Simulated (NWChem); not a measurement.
**NO (nitric oxide): levels of theory compared**

We compute a comparison of 6 runs (UHF/def2-SVP, UB3LYP/6-31G*, UB3LYP/def2-TZVPPD, UPBE0/def2-SVP, UM06-2X/def2-TZVPPD, UCCSD(T)/6-31G**) of NO (nitric oxide). 

The calculation is run with NWChem 7.3.0.

1 further run of the same task is left out (set aside as unsound or not needed).

## (1) The structure to begin with

The species is NO (2 atoms), meant as a doublet with charge 0. SMILES: `[N]=O`. Geometry: relaxed at PBE0-D4/def2-TZVP.

Bond lengths: N1–O2 1.140 Å.

## (2) Energy and gradient at UHF/def2-SVP (run 1)

job.nw

```
start job
title "NO hf"
memory 2200 mb
charge 0
geometry noautosym nocenter noautoz
  N    -0.483620    0.177030   -0.243990
  O     0.483620   -0.177030    0.243990
end
basis "ao basis" spherical bse
  * library def2-SVP
end
scf
  nopen 1
  uhf
  thresh 1e-08
  maxiter 80
end
task scf gradient
```

Launch:

```sh
nwchem job.nw > job.out
```

Output:

```text
[...]
  functions       =    28
[...]
  wavefunction    = UHF
[...]
         Total SCF energy =   -129.142106004384
      One electron energy =   -227.951980221557
      Two electron energy =     72.809561737497
 Nuclear repulsion energy =     26.000312479675
                       Sz =      0.5000
                 Sz(Sz+1) =      0.7500
                      S^2 =      0.7826
[...]
                         UHF ENERGY GRADIENTS
    atom               coordinates                        gradient
                 x          y          z           x          y          z
   1 N      -0.913909   0.334538  -0.461074   -0.047348   0.017332  -0.023887
   2 O       0.913909  -0.334538   0.461074    0.047348  -0.017332   0.023887
[...]
```

It took 1.4 s on 1 thread of Intel Xeon Platinum 8488C (Sapphire Rapids), shared host; peak memory 0.099 GiB.

## (3) Energy and forces at UB3LYP/6-31G(d) (spherical functions) (run 2)

no.nw

```
echo
START no
memory total 2200 mb

GEOMETRY units angstrom noautosym nocenter noautoz
 N       -0.483620       0.177030      -0.243990
 O        0.483620      -0.177030       0.243990
END

BASIS spherical bse
 * library 6-31G*
END

DFT
 xc b3lyp
 mult 2
 grid xfine
 convergence energy 1e-08
 maxiter 100
 mulliken
 print low
END

TASK dft gradient
```

Launch:

```sh
nwchem no.nw > no.out
```

Output:

```text
[...]
 d= 0,ls=0.0,diis     1   -129.8443612865 -1.56D+02  1.31D-02  1.09D-01     0.3
[...]
 d= 0,ls=0.0,diis    11   -129.8844433145 -5.51D-10  1.92D-07  2.27D-11     2.8
[...]
         Total DFT energy =     -129.884443314509
      One electron energy =     -228.374137562887
           Coulomb energy =       87.866207879932
    Exchange-Corr. energy =      -15.376826111230
 Nuclear repulsion energy =       26.000312479675
[...]
      Total Density - Mulliken Population Analysis
     ---------------------------------------------
    Atom       Charge   Shell Charges
 -----------   ------   -------------------------------------------------------
    1 N    7     6.89   2.00  0.90  2.16  0.92  0.85  0.07
    2 O    8     8.11   2.00  0.96  2.82  0.91  1.37  0.05
[...]
      <S2> =      0.7524 (Exact =     0.7500)
                         DFT ENERGY GRADIENTS
    atom               coordinates                        gradient
                 x          y          z           x          y          z
   1 N      -0.913909   0.334538  -0.461074    0.035603  -0.013032   0.017962
   2 O       0.913909  -0.334538   0.461074   -0.035603   0.013032  -0.017962
 Task  times  cpu:        3.2s     wall:        3.2s
 Total times  cpu:        3.2s     wall:        3.2s
```

Run time: 3.9 s. Hardware: 1 thread of Intel Xeon Platinum 8488C (Sapphire Rapids), shared host; peak memory 0.11 GiB.

## (4) Energy and gradient at UB3LYP/def2-TZVPPD (run 3)

test.nw

```
start test
title "NO B3LYP"
memory 2200 mb
geometry units angstroms noautosym nocenter noautoz
 N     -0.483620     0.177030    -0.243990
 O      0.483620    -0.177030     0.243990
end
basis spherical bse
 * library def2-TZVPPD
end
dft
 xc b3lyp
 mult 2
 grid xfine
 convergence energy 1e-08
 maxiter 100
 mulliken
 print low
end
task dft gradient
```

Launch:

```sh
nwchem test.nw > test.out
```

Output:

```text
[...]
 d= 0,ls=0.0,diis     1   -129.9012973665 -1.56D+02  3.72D-03  1.73D-01     1.4
[...]
 d= 0,ls=0.0,diis    11   -129.9477857560 -9.70D-09  2.32D-07  3.74D-10    12.9
[...]
         Total DFT energy =     -129.947785755962
      One electron energy =     -228.409824491665
           Coulomb energy =       87.835538963658
    Exchange-Corr. energy =      -15.373812707630
 Nuclear repulsion energy =       26.000312479675
[...]
      Total Density - Mulliken Population Analysis
     ---------------------------------------------
    Atom       Charge   Shell Charges
 -----------   ------   -------------------------------------------------------
    1 N    7     6.86   0.82  1.15  0.65  0.86  0.37  0.04  1.38  1.19  0.32  0.02  0.06  0.00  0.01
    2 O    8     8.14   0.79  1.18  0.63  0.94  0.36  0.00  1.87  1.70  0.58  0.01  0.01  0.04  0.02  0.00
[...]
      <S2> =      0.7533 (Exact =     0.7500)
                         DFT ENERGY GRADIENTS
    atom               coordinates                        gradient
                 x          y          z           x          y          z
   1 N      -0.913909   0.334538  -0.461074    0.009432  -0.003453   0.004759
   2 O       0.913909  -0.334538   0.461074   -0.009432   0.003453  -0.004759
 Task  times  cpu:       16.6s     wall:       16.6s
 Total times  cpu:       16.6s     wall:       16.6s
```

Run time: 17 s. Hardware: 1 thread of Intel Xeon Platinum 8488C (Sapphire Rapids), shared host; peak memory 0.12 GiB.

Runs 4 to 5 aren't shown in full; the table further down has their settings and results.

## (5) The energy at UCCSD(T)/6-31G(d,p) (spherical functions) (run 6)

run.py

```python
from ase import Atoms
from ase.calculators.nwchem import NWChem

atoms = Atoms(['N', 'O'], positions=[
    [-0.483620, 0.177030, -0.243990],
    [0.483620, -0.177030, 0.243990],
])

calc = NWChem(
    label='nw',
    theory='tce',
    memory='2200 mb',
    basis='6-31G**',
    basispar='spherical bse',
    scf={'nopen': '1', 'uhf': None, 'thresh': '1e-08', 'maxiter': '80'},
    tce={'scf': None, 'ccsd(t)': None, 'freeze': 'core 2', 'maxiter': '60'},
    task='energy',
)
atoms.calc = calc

print(f"energy = {atoms.get_potential_energy():.6f} eV")
```

Launch:

```sh
export ASE_NWCHEM_COMMAND="nwchem PREFIX.nwi > PREFIX.nwo"
python run.py
```

Output:

```text
energy = -3525.860569 eV
```

The calculator wrote nw.nwi:

```
title "nw"

permanent_dir nw

scratch_dir nw

start nw

geometry units angstrom nocenter noautosym noautoz
  N  -4.8361999999999999e-01 1.7702999999999999e-01 -2.4399000000000001e-01
  O  4.8361999999999999e-01 -1.7702999999999999e-01 2.4399000000000001e-01
end

memory 2200 mb

basis spherical bse noprint
   * library 6-31G**
end

scf
  nopen 1
  uhf
  thresh 1e-08
  maxiter 80
end
tce
  scf
  ccsd(t)
  freeze core 2
  maxiter 60
end

task tce energy
```

nw.nwo:

```text
Northwest Computational Chemistry Package (NWChem) 7.3.0
             --------------------------------------------------------

           Job information
           ---------------

    nwchem branch   = 7.3.0
    use scalapack   = T
    input           = nw.nwi
    prefix          = nw.
    data base       = nw/nw.db
    status          = startup
    nproc           =        1

           Memory information
           ------------------

    heap     =     72089598 doubles =      550.0 Mbytes
    stack    =     72089595 doubles =      550.0 Mbytes
    global   =    144179200 doubles =     1100.0 Mbytes (distinct from heap & stack)
    total    =    288358393 doubles =     2200.0 Mbytes
    verify   = yes
    hardfail = no

           Directory information
           ---------------------

  0 permanent = nw
  0 scratch   = nw

                                NWChem Input Module
                                -------------------

                                        nw
                                        --

[... 21 lines left out ...]
            Nuclear Dipole moment (a.u.)
[... 57 lines left out ...]
 1-e energy   =    -228.291198
[... 7 lines left out ...]
         Quadratically convergent UHF
[... 15 lines left out ...]
       Final UHF  results
[... 3 lines left out ...]
      One electron energy =   -228.101294456307
[... 1 line left out ...]
 Nuclear repulsion energy =     26.000312479675
[... 30 lines left out ...]
          Final beta eigenvalues
[... 158 lines left out ...]
                     UHF Final Beta Molecular Orbital Analysis
[... 343 lines left out ...]
 CCSD total energy / hartree       =      -129.562474525715658
[... 1 line left out ...]
 Singles contributions

 Doubles contributions
     9a   (alpha)     8a   (beta ) ---     7a   (alpha)     5a   (beta )       -0.1178867464
 CCSD(T)
 Using plain CCSD(T) code
             total no. of tasks            4
 total no. of tasks / no. procs            4
                         wl_min      1157625          10.2
                         wl_max      1728000          11.0
        thresh for no. of tasks            4

 CCSD[T]  correction energy / hartree =        -0.012009793378234
 CCSD[T] correlation energy / hartree =        -0.328026178063071
 CCSD[T] total energy / hartree       =      -129.574484319093898
 CCSD(T)  correction energy / hartree =        -0.010512542774716
 CCSD(T) correlation energy / hartree =        -0.326528927459553
 CCSD(T) total energy / hartree       =      -129.572987068490363

 Task  times  cpu:        1.9s     wall:        1.9s
 Total times  cpu:        1.9s     wall:        1.9s
```

It took 2.9 s on 1 thread of Intel Xeon Platinum 8488C (Sapphire Rapids), shared host; peak memory 0.13 GiB.

## (6) All runs side by side

```csv
run,level,iteration cap,module,energy (Eh),⟨S²⟩,largest force (eV/Å),wall time
1,UHF/def2-SVP,80,scf,-129.142106,0.783,2.869,1.4 s
2,UB3LYP/6-31G* (spherical functions),100,dft,-129.884443,0.752,2.157,3.9 s
3,UB3LYP/def2-TZVPPD,100,dft,-129.947786,0.753,0.572,17 s
4,UPBE0/def2-SVP,100,dft,-129.650788,0.753,0.322,3.9 s
5,UM06-2X/def2-TZVPPD,100,dft,-129.895814,0.754,0.424,24 s
6,UCCSD(T)/6-31G** (spherical functions),80,tce,-129.572987,0.776,–,2.9 s
```

## (7) Summary of results

| quantity | value |
| --- | --- |
| run 6: total energy | -129.57299 Eh |
| run 6: HOMO energy (Hartree–Fock orbitals) (highest over α and β) | -11.35 eV |
| run 6: LUMO energy (Hartree–Fock orbitals) (lowest over α and β) | 2.73 eV |
| run 6: correlation energy (2 core orbitals frozen) | -326.5 mEh |
| run 6: (T) correction | -10.51 mEh |
| run 6: ⟨S²⟩ of the reference determinant | 0.776 |

Over runs 1, 4, 5 the dipole moment (its size) runs from 0.12 D (UM06-2X/def2-TZVPPD) to 0.26 D (UHF/def2-SVP). The two ends differ in method and basis. The two dipoles point in opposite directions. Totals of different functionals can't be ranked against each other. All runs together took 54 s, the longest 24 s.
